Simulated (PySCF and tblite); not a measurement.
Results of a calculation; reference values are marked as such.
Molecule: 1-isopropylhydrazine, C3H10N2, numbered as in [CH3:1][CH:2]([CH3:3])[NH:4][NH2:5].

The mean out-of-plane torsion at N5 (0° is planar) is held and the rest relaxed at GFN2-xTB. Energies: PBE0/pcSseg-1 + D3(BJ). (tblite 0.8, PySCF 2.14.)

GFN2-xTB profile:

(out-of-plane angle °, kcal/mol): (-43, 1.76), (-36, 0.00), (-26, 1.34), (-14, 4.42), (0, 6.10), (13, 5.07), (26, 2.54), (35, 1.52), (43, 3.50)

Q: Give the DFT energy and dipole along the out-of-plane angle.

A: 
```csv
out-of-plane angle °,E kcal/mol,dipole D
-43,1.30,2.06
-36,0.00,1.82
-26,1.21,1.53
-14,3.53,1.23
0,4.59,1.16
13,3.67,1.39
26,1.69,1.76
35,0.81,2.04
43,2.45,2.26
```

Q: Where is the lowest sampled point, and what does the planar form cost?

A: At -36°; the point at 0° lies 4.59 kcal/mol above it.
